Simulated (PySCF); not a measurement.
## Excitation energies in several basis sets

Compound: thiirane, C2H4S.
Geometry (PBE0-D3(BJ)/def2-SVP, Å), atoms numbered from 1 in this order:
```xyz
7
C2H4S angstrom
C      0.7397   -0.0629   -0.0319
C     -0.7390   -0.0401   -0.0666
S     -0.0080    1.1403    1.0913
H      1.2351   -0.9146    0.4459
H      1.2857    0.3574   -0.8831
H     -1.2314    0.3962   -0.9420
H     -1.2821   -0.8758    0.3871
```

TDDFT with PBE0 (PySCF), vertical singlets, core orbitals frozen in the response, spherical d and f functions. Isolated species at its PBE0-D3(BJ)/def2-SVP geometry, gas phase.

| basis | functions | diffuse | S1 (eV) | S2 (eV) | S3 (eV) | S4 (eV) | S5 (eV) | LUMO (eV) | α (au) |
| --- | --- | --- | --- | --- | --- | --- | --- | --- | --- |
| 6-31G* | 54 | no | 5.07 | 7.02 | 8.16 | 8.29 | 8.47 | 0.54 | 34.1 |
| 6-31+G* | 66 | yes | 4.87 | 5.80 | 6.20 | 6.59 | 6.64 | 0.03 | 38.6 |
| def2-SVP | 66 | no | 5.14 | 6.98 | 7.69 | 7.72 | 8.36 | 0.65 | 33.7 |
| def2-SVPD | 99 | yes | 4.90 | 6.09 | 6.32 | 6.75 | 7.01 | 0.07 | 43.7 |
| aug-cc-pVDZ | 109 | yes | 4.90 | 5.57 | 5.88 | 6.11 | 6.35 | -0.03 | 44.0 |
| def2-TZVP | 123 | no | 4.89 | 6.47 | 7.03 | 7.38 | 7.68 | 0.24 | 40.0 |
| def2-TZVPD | 156 | yes | 4.78 | 5.83 | 6.05 | 6.35 | 6.62 | -0.05 | 44.7 |
| aug-cc-pVTZ | 234 | yes | 4.84 | 5.57 | 5.86 | 6.09 | 6.32 | -0.08 | 44.8 |

Q: Compare the sets with the largest diffuse one.

A: States are compared by their number. Against the largest diffuse basis here (aug-cc-pVTZ, itself not a converged limit), sets without diffuse functions differ by up to 0.30 eV in S1 and 2.15 eV in S5; the smaller diffuse sets differ by up to 0.06 and 0.69 eV. State by state, the largest deviation of a set without diffuse functions is S1 0.30, S2 1.45, S3 2.31, S4 2.20, S5 2.15 eV. The same number needn't mean the same state in each row. Against aug-cc-pVTZ the polarisability deviates by -24% in 6-31G*, -14% in 6-31+G*, -25% in def2-SVP, -2% in def2-SVPD, -2% in aug-cc-pVDZ, -11% in def2-TZVP, 0% in def2-TZVPD. A single + in a Pople set puts diffuse functions on heavy atoms only.
